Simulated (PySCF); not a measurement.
# How the functional moves excitation energies

Species: vinyl ether, C4H6O.
Atom-mapped SMILES: `[CH2:1]=[CH:2][O:3][CH:4]=[CH2:5]` (hydrogens: H6, H7 on C1; H8 on C2; H9 on C4; H10, H11 on C5)

Geometry (PBE0-D3(BJ)/def2-SVP, Å), atoms numbered from 1 in this order:
```
atom  x, y, z in Å
C1    -2.256    0.692    0.055
C2    -1.181   -0.089    0.138
O3     0.074    0.388   -0.028
C4     1.112   -0.476    0.014
C5     2.373   -0.083   -0.154
H6    -2.163    1.759   -0.154
H7    -3.247    0.261    0.199
H8    -1.247   -1.164    0.346
H9     0.839   -1.523    0.200
H10    2.617    0.965   -0.339
H11    3.177   -0.817   -0.105
```

Linear-response calculations in the def2-SVPD basis (PySCF; singlets by full response, triplets Tamm–Dancoff, core orbitals frozen in the response; HF means time-dependent Hartree–Fock). 'Strongest' is the level of largest summed f among the singlets computed (10 roots, of which the last may lack a degenerate partner); it can jump between rows when another state enters that window. S1 is the lowest singlet of each run and needn't be the same state throughout; f(S1) is that of one state. The structure is a single PBE0-D3(BJ)/def2-SVP conformer in the gas phase; no vibrational or solvent corrections.

| functional | kind | S1 (eV) | f(S1) | strongest (eV) | T1 (eV) | HOMO (eV) | gap (eV) | ionisation energy, ΔSCF (eV) |
| --- | --- | --- | --- | --- | --- | --- | --- | --- |
| LDA | LDA | 5.38 | 0.402 | 5.38 | 4.05 | -5.58 | 4.48 | 8.56 |
| PBE | GGA | 5.41 | 0.407 | 5.41 | 3.91 | -5.39 | 4.53 | 8.31 |
| B3LYP | global hybrid, 20% exact exchange | 5.90 | 0.529 | 5.90 | 4.01 | -6.28 | 6.20 | 8.44 |
| PBE0 | global hybrid, 25% exact exchange | 6.07 | 0.572 | 6.07 | 3.97 | -6.49 | 6.66 | 8.44 |
| BHandHLYP | global hybrid, 50% exact exchange | 6.47 | 0.054 | 6.53 | 3.99 | -7.46 | 8.77 | 8.42 |
| CAM-B3LYP | range-separated hybrid | 6.34 | 0.694 | 6.34 | 4.02 | -7.77 | 9.07 | 8.60 |
| wB97X-D | range-separated hybrid | 6.38 | 0.710 | 6.38 | 4.16 | -8.29 | 10.27 | 8.56 |
| LC-wPBE | range-separated hybrid | 6.59 | 0.779 | 6.59 | 3.91 | -9.07 | 11.55 | 8.74 |

**Question.** What does HF (Hartree–Fock) give?

**Answer.** S1 (eV) 6.97, f(S1) 0.097, strongest (eV) 7.00, T1 (eV) 3.61, HOMO (eV) -8.94, gap (eV) 11.74, ionisation energy, ΔSCF (eV) not settled. S1 runs from 5.38 eV (LDA) to 6.97 eV (HF), a spread of 1.60 eV, while the orbital gap spreads over 7.3 eV. Along PBE (0%), B3LYP (20%), PBE0 (25%), BHandHLYP (50%), HF (100%) S1 rises with the share of exact exchange. −ε(HOMO) comes closest to its own ΔSCF ionisation energy with wB97X-D (-0.27 eV) and misses most with LDA (-2.98 eV). 'Not settled' means that the ion's SCF failed to converge or may have ended in another state than the lowest.
